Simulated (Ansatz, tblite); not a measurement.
Cost and result up the ladder for Si(OH)2H2 (SiO2H4) (7 atoms). Total charge 0; singlet. Geometry: PBE-D4/def2-TZVP.

```xyz
7

Si   -0.303    0.231   -0.203
O     1.171    0.902    0.162
H     1.416    0.929    1.099
O    -0.229   -1.357   -0.671
H    -0.051   -2.015    0.017
H    -0.812    0.943   -1.402
H    -1.191    0.368    0.998
```

Ansatz on 2 threads of Intel Xeon on a shared host; xTB runs through tblite on one thread. Times are rough, summed over both states, and most runs start from the orbitals of an earlier one. PBE-QIDH/def2-TZVP serves as the yardstick here, not as an exact answer. The other state is a doublet.

The xTB rows come from tblite. Correlated methods freeze 7 core orbitals.

Raw xTB energies of ions are shifted by several eV.

| level | functions | wall time | vertical IE (eV) | difference from PBE-QIDH/def2-TZVP (eV) | remarks |
| --- | --- | --- | --- | --- | --- |
| GFN2-xTB | 21 | 0.012 s | 14.64 | 2.55 | – |
| GFN1-xTB | 25 | 0.053 s | 15.30 | 3.21 | – |
| HF/def2-TZVP | 123 | 3.6 s | 10.79 | -1.30 | – |
| PBE-D4/def2-TZVP (with forces) | 123 | 3.8 s | 10.80 | -1.28 | – |
| r2SCAN-D4/def2-TZVP | 123 | 6.5 s | 11.02 | -1.07 | – |
| B2PLYP/def2-TZVP | 123 | 8.2 s | 11.53 | -0.56 | – |
| PBE-QIDH/def2-TZVP | 123 | 8.2 s | 12.09 | 0.00 | – |
| PBE0-D4/def2-TZVP | 123 | 8.7 s | 11.30 | -0.79 | – |
| BHLYP-D4/def2-TZVP | 123 | 9.5 s | 11.70 | -0.39 | – |
| B97M-V/def2-TZVP (with forces) | 123 | 14 s | 11.14 | -0.95 | – |
| CCSD(T)/def2-TZVPP | 160 | 2.5 min | 11.84 | -0.24 | large T1 (+1 doublet) |
